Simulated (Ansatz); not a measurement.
Born–Oppenheimer molecular dynamics of CH10Si2 (13 atoms, charge 0, multiplicity 1). It starts at the highest image of a converged band. Of that band: Neighbouring images differ by up to 2.8 eV, so the band resolves the path poorly. A vibrational analysis at the climbing image gives one clearly imaginary mode, 1486i cm⁻¹: a first-order saddle point.

Computed with RKS PBE0-D4/6-31G* in Ansatz 0.2.0.

```json
{
 "ensemble": "NVE (velocity Verlet)",
 "time step": "0.5 fs",
 "steps asked": "143",
 "starting velocities drawn for": "100 K",
 "seed": "11185"
}
```

Frames 5 fs apart, positions in Å, forces in eV/Å.

Velocities at 10 fs (Å/ps):

```
Si -2.12 -0.23 -0.75
C 2.08 2.18 2.44
H 15.24 -11.66 10.91
H 7.99 3.31 4.78
H 1.45 3.89 7.26
H -6.17 -6.58 3.03
H 8.71 -3.88 0.29
H -3.34 -1.05 -4.66
Si -0.64 0.54 -1.64
H 1.79 4.42 2.73
H 3.56 -5.49 -7.47
H -3.68 -7.97 6.82
H 26.53 -9.41 13.75
```

```xyz
13
Properties=species:S:1:pos:R:3:forces:R:3 time_fs=10 energy_less_start_eV=0.011 T=93
Si -0.236 -0.050 0.147 -0.66 -0.39 -0.49
C 0.352 0.116 2.295 -0.84 0.43 0.09
H -0.300 0.186 3.178 0.34 -0.07 0.31
H 0.944 -0.798 2.295 -0.11 -0.05 0.01
H 0.949 1.023 2.197 0.14 -0.02 0.09
H 1.258 -0.230 0.028 0.07 -0.02 0.07
H -0.443 1.149 -0.683 -0.02 0.23 -0.37
H -0.781 -1.389 -0.249 0.20 0.13 -0.09
Si -2.787 0.428 0.866 0.74 -0.05 -0.12
H -3.301 0.205 -0.508 -0.19 -0.22 -0.21
H -3.511 -0.454 1.832 -0.15 -0.01 0.00
H -3.151 1.841 1.129 -0.12 0.29 0.25
H -0.764 0.234 1.666 0.61 -0.26 0.47
13
Properties=species:S:1:pos:R:3:forces:R:3 time_fs=15 energy_less_start_eV=-0.274 T=292
Si -0.251 -0.053 0.140 -1.82 0.18 -1.97
C 0.358 0.130 2.314 1.92 -0.06 3.26
H -0.188 0.131 3.276 0.35 0.19 0.22
H 0.962 -0.777 2.306 -0.12 -0.01 -0.26
H 0.963 1.036 2.238 -0.08 -0.06 -0.10
H 1.238 -0.262 0.066 -0.05 0.10 0.41
H -0.398 1.155 -0.733 0.10 -0.17 -0.33
H -0.770 -1.383 -0.291 0.20 -0.08 -0.33
Si -2.786 0.431 0.857 0.90 -0.01 -0.44
H -3.319 0.203 -0.524 -0.12 -0.08 0.01
H -3.511 -0.485 1.798 -0.02 0.01 0.01
H -3.184 1.839 1.192 0.02 -0.03 0.11
H -0.562 0.162 1.788 -1.28 0.00 -0.58
13
Properties=species:S:1:pos:R:3:forces:R:3 time_fs=20 energy_less_start_eV=-0.787 T=653
Si -0.281 -0.054 0.116 -1.68 0.48 -2.36
C 0.393 0.142 2.391 -0.45 -0.66 2.11
H -0.003 0.117 3.421 0.07 0.21 0.05
H 0.970 -0.767 2.267 0.28 -0.03 -0.04
H 0.971 1.048 2.253 0.06 0.16 -0.30
H 1.206 -0.271 0.189 -0.21 0.19 0.26
H -0.336 1.125 -0.854 -0.01 -0.51 0.04
H -0.715 -1.388 -0.405 0.04 0.01 -0.26
Si -2.779 0.433 0.844 0.41 -0.02 -0.72
H -3.364 0.182 -0.536 0.06 0.14 0.34
H -3.513 -0.513 1.764 0.27 0.06 -0.03
H -3.209 1.830 1.280 0.28 -0.39 -0.13
H -0.585 0.087 1.829 0.87 0.34 1.04
13
Properties=species:S:1:pos:R:3:forces:R:3 time_fs=25 energy_less_start_eV=-1.588 T=1216
Si -0.326 -0.053 0.073 -1.76 -0.28 -2.03
C 0.434 0.144 2.514 0.86 -0.07 1.53
H 0.212 0.151 3.589 0.20 0.07 0.10
H 1.018 -0.744 2.229 -0.10 0.35 0.57
H 0.972 1.065 2.215 -0.31 -0.46 0.21
H 1.124 -0.235 0.372 -0.28 0.19 -0.03
H -0.274 0.994 -0.982 -0.08 0.09 -0.28
H -0.646 -1.385 -0.576 -0.01 0.28 0.04
Si -2.766 0.434 0.826 1.08 -0.66 -0.52
H -3.402 0.191 -0.489 -0.12 0.15 -0.27
H -3.455 -0.533 1.728 0.30 -0.17 0.17
H -3.175 1.754 1.345 0.20 0.38 0.01
H -0.533 0.080 2.024 0.00 0.13 0.50
13
Properties=species:S:1:pos:R:3:forces:R:3 time_fs=30 energy_less_start_eV=-2.342 T=1746
Si -0.385 -0.052 0.012 -1.53 0.12 -1.86
C 0.493 0.145 2.673 -0.64 0.47 1.27
H 0.470 0.203 3.769 0.23 0.05 -0.11
H 1.067 -0.682 2.304 0.15 -0.73 0.35
H 0.927 1.023 2.214 0.19 0.55 0.31
H 0.980 -0.158 0.549 -0.13 0.09 -0.24
H -0.231 0.873 -1.160 -0.10 0.21 0.13
H -0.583 -1.332 -0.740 -0.14 -0.17 0.22
Si -2.745 0.430 0.803 1.07 -0.55 -0.42
H -3.463 0.236 -0.486 -0.05 0.17 -0.07
H -3.326 -0.586 1.726 0.25 -0.09 0.07
H -3.089 1.746 1.407 0.24 0.14 -0.10
H -0.549 0.095 2.316 0.46 -0.26 0.45
13
Properties=species:S:1:pos:R:3:forces:R:3 time_fs=35 energy_less_start_eV=-2.897 T=2137
Si -0.457 -0.051 -0.065 -0.98 0.40 -1.81
C 0.553 0.154 2.858 -0.03 0.15 0.22
H 0.772 0.269 3.930 -0.27 0.04 -0.16
H 1.118 -0.724 2.478 -0.50 0.41 0.32
H 0.902 1.048 2.303 -0.07 -0.35 0.54
H 0.804 -0.058 0.675 0.00 -0.02 -0.20
H -0.215 0.800 -1.306 -0.17 0.22 0.58
H -0.551 -1.314 -0.851 -0.17 -0.41 0.39
Si -2.715 0.422 0.776 0.71 -0.18 -0.33
H -3.533 0.319 -0.495 0.13 0.07 0.43
H -3.140 -0.656 1.738 0.06 0.21 -0.19
H -2.948 1.764 1.443 0.19 -0.40 -0.27
H -0.551 0.056 2.660 1.10 -0.14 0.47
13
Properties=species:S:1:pos:R:3:forces:R:3 time_fs=40 energy_less_start_eV=-3.298 T=2418
Si -0.537 -0.047 -0.156 -0.24 -0.34 -0.84
C 0.620 0.168 3.053 0.39 -0.06 1.69
H 1.016 0.341 4.061 -0.24 -0.03 0.13
H 1.095 -0.727 2.703 0.45 -0.42 -0.54
H 0.871 1.041 2.483 -0.01 0.37 -0.54
H 0.622 0.035 0.751 -0.05 -0.11 -0.21
H -0.234 0.787 -1.340 -0.04 0.52 -0.06
H -0.557 -1.379 -0.870 -0.10 0.01 0.50
Si -2.679 0.412 0.747 0.88 -0.32 -0.24
H -3.586 0.417 -0.422 -0.29 -0.11 0.00
H -2.943 -0.686 1.715 -0.27 0.02 0.00
H -2.764 1.715 1.429 0.00 0.24 0.16
H -0.441 -0.029 3.113 -0.46 0.23 -0.05
13
Properties=species:S:1:pos:R:3:forces:R:3 time_fs=45 energy_less_start_eV=-3.423 T=2507
Si -0.620 -0.045 -0.256 0.63 -0.14 -0.47
C 0.697 0.179 3.276 -0.95 -0.54 0.34
H 1.210 0.407 4.217 -0.02 -0.09 -0.03
H 1.128 -0.755 2.845 -0.14 0.78 0.14
H 0.822 1.054 2.596 -0.31 -0.75 0.42
H 0.431 0.104 0.778 0.06 -0.10 -0.15
H -0.268 0.880 -1.371 -0.07 0.01 -0.05
H -0.588 -1.449 -0.783 -0.01 0.12 0.04
Si -2.635 0.400 0.715 -0.14 0.28 0.00
H -3.695 0.493 -0.333 -0.12 -0.16 0.20
H -2.806 -0.709 1.689 -0.36 -0.03 0.07
H -2.576 1.700 1.440 -0.06 -0.02 0.05
H -0.400 -0.057 3.530 1.48 0.65 -0.56
13
Properties=species:S:1:pos:R:3:forces:R:3 time_fs=50 energy_less_start_eV=-3.308 T=2426
Si -0.697 -0.044 -0.359 1.47 0.14 -0.41
C 0.767 0.184 3.506 1.23 0.54 0.14
H 1.396 0.457 4.364 0.11 0.05 -0.36
H 1.156 -0.675 2.993 0.21 -0.76 -0.02
H 0.720 0.964 2.763 0.09 0.68 -0.08
H 0.255 0.150 0.769 0.20 -0.03 -0.12
H -0.319 0.973 -1.413 -0.11 -0.55 0.05
H -0.621 -1.494 -0.686 0.08 0.06 -0.43
Si -2.594 0.390 0.684 -1.69 0.68 0.75
H -3.825 0.532 -0.198 0.36 -0.13 0.38
H -2.748 -0.732 1.673 -0.17 0.18 -0.11
H -2.405 1.680 1.461 -0.15 -0.37 -0.21
H -0.200 0.018 3.879 -1.62 -0.49 0.44
13
Properties=species:S:1:pos:R:3:forces:R:3 time_fs=55 energy_less_start_eV=-3.063 T=2255
Si -0.761 -0.044 -0.466 1.76 -0.76 0.24
C 0.848 0.196 3.738 -1.83 -0.19 -0.54
H 1.610 0.521 4.450 -0.15 0.09 -0.03
H 1.203 -0.693 3.169 -0.36 0.29 0.65
H 0.633 0.962 2.958 0.41 -0.15 0.62
H 0.123 0.187 0.726 0.23 -0.02 -0.25
H -0.388 0.961 -1.463 0.16 -0.03 -0.62
H -0.638 -1.518 -0.686 0.08 0.22 -0.58
Si -2.566 0.385 0.660 -2.14 0.26 1.17
H -3.891 0.546 0.010 -0.08 0.07 -0.19
H -2.732 -0.724 1.639 0.05 -0.09 0.07
H -2.264 1.597 1.445 -0.06 0.34 0.14
H -0.181 0.018 4.250 1.92 -0.04 -0.68
13
Properties=species:S:1:pos:R:3:forces:R:3 time_fs=60 energy_less_start_eV=-3.079 T=2265
Si -0.811 -0.048 -0.571 1.77 -0.34 -0.34
C 0.908 0.208 3.960 1.97 0.70 -0.76
H 1.779 0.593 4.522 -0.47 -0.25 0.02
H 1.198 -0.697 3.449 0.21 -0.35 -0.39
H 0.625 0.969 3.246 -0.15 0.19 -0.40
H 0.049 0.219 0.627 0.37 -0.04 -0.24
H -0.432 0.922 -1.633 -0.02 -0.21 -0.17
H -0.636 -1.500 -0.820 0.02 -0.01 -0.47
Si -2.556 0.383 0.645 -2.25 0.51 1.51
H -3.961 0.573 0.185 0.06 0.14 -0.31
H -2.704 -0.732 1.619 0.22 -0.15 0.08
H -2.143 1.571 1.449 -0.15 0.10 -0.04
H 0.094 -0.017 4.564 -1.58 -0.30 1.51
13
Properties=species:S:1:pos:R:3:forces:R:3 time_fs=65 energy_less_start_eV=-3.118 T=2293
Si -0.846 -0.056 -0.680 1.39 -0.07 -0.88
C 0.985 0.225 4.175 -1.43 -0.92 1.19
H 1.886 0.631 4.615 0.35 0.01 0.29
H 1.216 -0.735 3.676 -0.03 0.58 -0.11
H 0.590 0.990 3.484 -0.17 -0.56 0.23
H 0.062 0.243 0.470 0.41 -0.10 -0.23
H -0.481 0.838 -1.843 -0.24 -0.19 0.34
H -0.631 -1.478 -1.061 -0.13 -0.01 -0.07
Si -2.565 0.385 0.643 -1.69 0.45 1.49
H -4.012 0.629 0.288 0.40 0.01 -0.23
H -2.629 -0.768 1.613 0.15 0.14 -0.16
H -2.058 1.567 1.443 -0.28 -0.23 -0.24
H 0.234 -0.058 5.031 1.26 0.89 -1.62
```

Of the whole run (72 fs, mean temperature of the second half 2357 K): The conserved energy stayed within 0.16 meV per atom of its start (net change -0.066 meV per atom), so the integration is sound. The kinetic energy rose, since the run started high on the potential surface and went downhill. It ends in pieces (CH4 + H6Si2), so much of that is their flight and rotation, not heat. A run of 0.071 ps of so small a system gives no equilibrium averages. The orbitals stay closed-shell, which can raise the energy where a bond breaks towards radicals; this wasn't checked here.

The run took 7 min on 1 thread of Arm Neoverse V2, on a shared host, peak memory 0.14 GiB.
